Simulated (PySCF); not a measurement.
Isomers of C5H8, one GFN2-xTB conformer each. Single-point energies are computed at PBE0/pcSseg-1 (PySCF, gas phase, no added dispersion term), electronic only.

```tsv
SMILES	GFN2-xTB relative energy (kcal/mol)
C1=CCCC1	0.0
C#CC(C)C	30.3
```

Conformers: `[CH:1]1=[CH:2][CH2:3][CH2:4][CH2:5]1` with C1–C2–C3–C4 -11°, C2–C3–C4–C5 17°, C3–C4–C5–C1 -17°, C2–C1–C5–C4 11°.

Task: What does PBE0/pcSseg-1 give for the same structures?

Result: 
```json
{"SMILES": "C1=CCCC1", "PBE0/pcSseg-1 E (Eh)": "-195.05929", "PBE0/pcSseg-1 (kcal/mol)": "0.0", "GFN2-xTB (kcal/mol)": "0.0", "point group": "Cs"}
{"SMILES": "C#CC(C)C", "PBE0/pcSseg-1 E (Eh)": "-195.00908", "PBE0/pcSseg-1 (kcal/mol)": "31.5", "GFN2-xTB (kcal/mol)": "30.3", "point group": "Cs"}
```

Both levels put the same isomer lowest. As drawn, the lower has a C=C bond outside aromatic rings, which the higher lacks; the higher has a C≡C bond, which the lower lacks.

Task: Which frontier levels, dipoles and rotational constants go with these structures?

Result: 
| SMILES | HOMO (eV, PBE0/pcSseg-1) | LUMO (eV) | dipole (D) | A, B, C (MHz) |
| --- | --- | --- | --- | --- |
| C1=CCCC1 | -6.88 | 0.77 | 0.21 | 7397, 7342, 3987 |
| C#CC(C)C | -7.70 | 1.14 | 0.75 | 8030, 3911, 2894 |
